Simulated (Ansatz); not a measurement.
System: diamond-structure Ge. Method: r²SCAN (Ansatz, a first-principles code, PAW).

Settings: plane-wave cutoff 600 eV, 10×10×10 k mesh, scalar-relativistic PAW data made under PBE.

Cell (relaxed at this level):

```
Ge
1.0
    0.00000     2.83729     2.83729
    2.83729     0.00000     2.83729
    2.83729     2.83729     0.00000
Ge
2
Cartesian
  2.83729   2.83729   2.83729
  4.25593   4.25593   4.25593
```

Question: What does this level give for the elastic constant C12, Poisson ratio, elastic constant C44, Voigt–Reuss–Hill bulk modulus, Young modulus and elastic constant C11?

Answer: 
- elastic constant C12 = 43.8 GPa
- Poisson ratio = 0.192
- elastic constant C44 = 67.3 GPa
- Voigt–Reuss–Hill bulk modulus = 71.4 GPa
- Young modulus = 132 GPa
- elastic constant C11 = 127 GPa

Measured, for comparison: elastic constant C12 49 GPa, elastic constant C44 68 GPa, elastic constant C11 131 GPa (low temperature, zero-point motion not removed; as tabulated in Tanner et al. (2021), arXiv:2110.11888). Computed (rounded) less measured: elastic constant C12 -11 %, elastic constant C44 -1 %, elastic constant C11 -3 %.

Elastic constants are with the ions relaxed.
